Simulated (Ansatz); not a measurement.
**AlMgH₂ (H-bridged), quartet: breathe scan**

Starting geometry (PBE0/def2-TZVP stationary point for this spin, not checked as a minimum):

| atom | x (Å) | y (Å) | z (Å) |
| --- | --- | --- | --- |
| Al | 0.0000 | 0.0562 | 1.2209 |
| Mg | 0.0000 | -0.0014 | -1.4713 |
| H | 0.0000 | -0.3272 | 2.7591 |
| H | 0.0000 | -1.1428 | 0.0371 |

From there all distances are scaled together; atoms are numbered as listed. Energies are in kcal/mol, counted from the starting geometry at the same level.

Basis 6-31G; Ansatz 0.2.0. Only valence electrons are correlated (noble-gas cores frozen). R marks a restricted (for open shells ROHF) determinant. Active spaces: valence = (7e, 10o) chosen from the atoms' valence shells. The metal's outer-core shells are frozen, which leaves out core–valence correlation.

Runs in a small pair space aren't shown, since their orbitals change along the scan.

Full CI is exact within this basis and frozen core; it isn't the basis-set limit.

```tsv
scale of all distances	full CI	unpaired electrons (full CI)	error RCCSDT	error RCCSDT(Q)	error RCCSDTQ	error CASSCF (valence space)	error NEVPT2 (valence space)	error MRCISD+Q (valence space)
0.867	36.2	3.01	0.0	0.0	0.0	0.2	0.2	0.0
1.000	0.0	3.02	0.0	0.0	0.0	0.0	0.0	0.0
1.127	4.6	3.04	0.0	0.0	0.0	-0.2	-0.2	0.0
1.303	31.1	3.11	0.1	0.0	0.0	0.0	-0.2	0.0
1.513	56.9	3.20	0.1	0.1	0.0	0.5	0.2	0.0
1.766	63.3	3.15	0.0	0.0	0.0	-2.4	-0.4	0.0
1.971	63.7	3.15	0.0	0.0	0.0	-3.4	-0.7	-0.1
2.421	63.8	3.15	0.0	0.0	0.0	-4.0	-0.9	-0.2
```

Unpaired electrons are Σ n²(2−n)² over natural occupations. Errors are those of relative energies. In total energy the starting point itself misses full CI by: RCCSDT 0.0, RCCSDT(Q) 0.0, RCCSDTQ 0.0, CASSCF (valence space) 8.2, NEVPT2 (valence space) 2.7, MRCISD+Q (valence space) 0.2 kcal/mol.

Spread of the error over the points with a reference, to 2.421 (largest less smallest): RCCSDTQ 0.0, RCCSDT(Q) 0.1, RCCSDT 0.2, MRCISD+Q (valence space) 0.3, NEVPT2 (valence space) 1.1, CASSCF (valence space) 4.5 kcal/mol.

CASSCF lacks dynamic correlation, of which the bound molecule has more, so its curve rises 4.0 kcal/mol too little out to 2.421. MRCISD+Q (valence space) stays parallel to the reference within 0.3 kcal/mol over the points shown.
